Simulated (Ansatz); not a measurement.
**BNH6 (SMILES [BH3-][NH3+]): levels of theory compared**

We compute a comparison of 6 runs (UHF/STO-3G, PBE/STO-3G, PBE0/STO-3G, UPBE/STO-3G, CCSDT(Q)/STO-3G, UCCSD(T)/STO-3G) of BNH6. 

The calculation is run with Ansatz 0.2.0.

48 further runs of the same task are left out: 2 that didn't finish, 46 set aside as unsound or not needed.

### 1 The structure to begin with

BNH6 has 8 atoms, charge 0, and is taken as a singlet. SMILES: `[BH3-][NH3+]`. The H5–B1 distance was set to 3.030 Å, away from the relaxed value. At this shape a bond of the SMILES string is far longer than usual.

Bond lengths: B1–N2 1.639 Å, B1–H3 1.212 Å, B1–H4 1.212 Å, N2–H6 1.015 Å, N2–H7 1.015 Å, N2–H8 1.015 Å. Angles: B1–N2–H6 110.9°, B1–N2–H7 110.9°, B1–N2–H8 110.9°, N2–B1–H3 105.3°, N2–B1–H4 105.3°, H6–N2–H7 108.0°, H6–N2–H8 108.0°, H7–N2–H8 108.0°, H3–B1–H4 113.3°.

### 2 A single-point energy at UHF/STO-3G (run 1)

job.yaml

```yaml
crystal:
  periodic: [false, false, false]
  atoms:
    - symbol: B
      position_ang: [-1.384849, -1.062899, -0.380900]
    - symbol: N
      position_ang: [-0.987049, -1.568799, 1.126200]
    - symbol: H
      position_ang: [-1.271749, -2.042099, -1.086500]
    - symbol: H
      position_ang: [-2.526149, -0.663999, -0.292700]
    - symbol: H
      position_ang: [0.604400, 1.126600, -1.038400]
    - symbol: H
      position_ang: [-1.052749, -0.806699, 1.793200]
    - symbol: H
      position_ang: [-0.036949, -1.924999, 1.149800]
    - symbol: H
      position_ang: [-1.607549, -2.310199, 1.435000]
basis:
  gaussian:
    orbitals: STO-3G
magnetization:
  spin_polarized: true
  initial_magnetization: 0
hamiltonian:
  xc: hf
accuracy: high
```

Started as:

```console
$ ansatz run job.yaml --threads 1 --pin off --max-ram 2610MiB --events-out events.jsonl --progress --plain --runs-dir runs
```

What it wrote:

```text
Warning: RAYON_NUM_THREADS=1 ignored (pool sized by the plan → 1); use --threads N
Functional definition: HF
  name "HF"
  exchange = exact_x
  correlation = 0
274 factors; integrals over basis functions are off by at most 8.0e-9 eV
mean field evaluation 1: about -2206.7155 eV, gradient 1.2e1 eV
mean field evaluation 2: about -2206.7783 eV, gradient 1.2e1 eV
mean field evaluation 4: about -2210.4021 eV, gradient 2.5e0 eV
mean field evaluation 8: about -2210.4743 eV, gradient 1.9e-2 eV
mean field evaluation 16: about -2211.3013 eV, gradient 5.1e0 eV
mean field -2214.84699656 eV, -81.3941258464 hartree, gradient 1.3e-8 eV, S^2 0.986859; 1 other end points of the search recorded, 0 dependent functions left out
reference -2214.84699656 eV, -81.3941258464 hartree; 9, 9 occupied and 7, 7 virtual orbitals, 274 factors
Total energy: -2214.84699656 eV, -81.3941258464 hartree
```

It took 0.12 s on 1 thread of Arm Neoverse V1, shared host.

### 3 A single-point energy at PBE/STO-3G (run 2)

Edit job.yaml of step 2 so:

```diff
@@ -22,7 +22,4 @@
     orbitals: STO-3G
-magnetization:
-  spin_polarized: true
-  initial_magnetization: 0
 hamiltonian:
-  xc: hf
+  xc: {name: PBE}
 accuracy: high
```

Started as:

```console
$ ansatz run job.yaml --threads 1 --pin off --max-ram 2610MiB --events-out events.jsonl --progress --plain --runs-dir runs
```

What it wrote:

```text
Warning: RAYON_NUM_THREADS=1 ignored (pool sized by the plan → 1); use --threads N
Functional definition: PBE
  name "PBE"
  parameter kappa = 0.804
  parameter beta = 0.06672455060314922
  exchange = pbe_x(kappa = kappa, mu = beta*pi^2/3)
  correlation = pbe_c(beta = beta)
274 factors; integrals over basis functions are off by at most 8.0e-9 eV
mean field evaluation 1: about -2219.6066 eV, gradient 1.8e1 eV
mean field evaluation 2: about -2205.2311 eV, gradient 3.6e1 eV
mean field evaluation 4: about -2224.9356 eV, gradient 8.6e0 eV
mean field evaluation 8: about -2224.9356 eV, gradient 8.6e0 eV
mean field evaluation 16: about -2225.2234 eV, gradient 1.6e-7 eV
mean field -2225.22340607 eV, -81.7754518623 hartree, gradient 8.8e-9 eV, S^2 0.000000; 0 other end points of the search recorded, 0 dependent functions left out
reference -2225.22340834 eV, -81.7754519457 hartree; 9, 9 occupied and 7, 7 virtual orbitals, 274 factors
Total energy: -2225.22340834 eV, -81.7754519457 hartree
```

Run time: 1.5 s. Hardware: 1 thread of Arm Neoverse V1, shared host; peak memory 0.095 GiB.

Runs 3 to 5 aren't shown in full; the table further down has their settings and results.

### 4 A single-point energy at UCCSD(T)/STO-3G (run 6)

input.yaml

```yaml
crystal:
  periodic: [false, false, false]
  atoms:
    - {symbol: B, position_ang: [-1.384849, -1.062899, -0.380900]}
    - {symbol: "N", position_ang: [-0.987049, -1.568799, 1.126200]}
    - {symbol: H, position_ang: [-1.271749, -2.042099, -1.086500]}
    - {symbol: H, position_ang: [-2.526149, -0.663999, -0.292700]}
    - {symbol: H, position_ang: [0.604400, 1.126600, -1.038400]}
    - {symbol: H, position_ang: [-1.052749, -0.806699, 1.793200]}
    - {symbol: H, position_ang: [-0.036949, -1.924999, 1.149800]}
    - {symbol: H, position_ang: [-1.607549, -2.310199, 1.435000]}
basis:
  gaussian: {orbitals: STO-3G}
magnetization: {spin_polarized: true}
correlation: {method: ccsd_t, frozen_orbitals: {B: 1, H: 0, "N": 1}}
accuracy: high
scf: {omitted_lower_state_checks: [cluster_reference, increment]}
```

Started as:

```console
$ ansatz run input.yaml --threads 1 --pin off --max-ram 2610MiB --events-out events.jsonl --progress --plain --runs-dir runs
```

What it wrote (excerpt; [...] marks lines left out):

```text
Warning: RAYON_NUM_THREADS=1 ignored (pool sized by the plan → 1); use --threads N
[... 2 set-up lines as earlier in the session ...]
[...]
274 factors; integrals over basis functions are off by at most 8.0e-9 eV
[...]
mean field -2214.84699656 eV, -81.3941258464 hartree, gradient 1.3e-8 eV, S^2 0.986859; 4 other end points of the search recorded, 0 dependent functions left out
2 core orbitals not correlated: weight in the atoms' cores, before any rotation towards them, 1.000 or more for the frozen orbitals, at most 0.000 for the correlated occupied ones
reference -2214.84699656 eV, -81.3941258464 hartree; 7, 7 occupied and 7, 7 virtual orbitals, 274 factors
second order -2.35710536 eV of doubles, -0.00000000 eV of singles
cycle   1  -2.89487402 eV  change   -5.4e-1 eV  update   5.3e-2
[...]
cycle  26  -3.22097999 eV  change  -5.6e-10 eV  update  2.7e-10
perturbative correction -0.03021276 eV, -0.0011102985 hartree
Total energy: -2218.09818932 eV, -81.5136049764 hartree
Checks for a lower state left out: cluster_reference, increment
```

It took 0.26 s on 1 thread of Arm Neoverse V1, shared host.

### 5 All runs side by side

| run | level | frozen core orbitals | energy (Eh) | wall time |
| --- | --- | --- | --- | --- |
| 1 | UHF/STO-3G | – | -81.394126 | 0.12 s |
| 2 | PBE/STO-3G | – | -81.775452 | 1.5 s |
| 3 | PBE0/STO-3G | – | -81.775136 | 1.3 s |
| 4 | UPBE/STO-3G | – | -81.803338 | 4.8 s |
| 5 | CCSDT(Q)/STO-3G | 2 | -81.514960 | 0.54 s |
| 6 | UCCSD(T)/STO-3G | 2 | -81.513605 | 0.26 s |

### 6 Results

```
                                          quantity         value
                               run 6: total energy  -81.51360 Eh
run 6: correlation energy (2 core orbitals frozen)    -119.5 mEh
                             run 6: (T) correction     -1.11 mEh
          run 6: ⟨S²⟩ of the reference determinant         0.987
                              run 6: T1 diagnostic         0.016
```

**Reading.** Below the UHF energy at the same shape and in the same basis (STO-3G): CCSDT(Q) -120.8 mEh; UCCSD(T) -119.5 mEh. Some of these start from another determinant than that one, so these aren't their correlation energies. Totals of different functionals can't be ranked against each other. In run 5 the log says that unrestricted orbitals would lower the reference, so the values rest on an unstable closed-shell determinant (other closed-shell runs at this shape may share the fault). In runs 1, 2, 3, 4, 5, 6 the basis is minimal, so the values are rough. Spin contamination of the reference: run 1 ⟨S²⟩ = 0.99, run 6 ⟨S²⟩ = 0.99, run 4 ⟨S²⟩ = 0.82. Where it is this large, the reference is a mixture of spin states, and values that rest on it are in doubt. All runs together took 8.5 s, the longest 4.8 s.
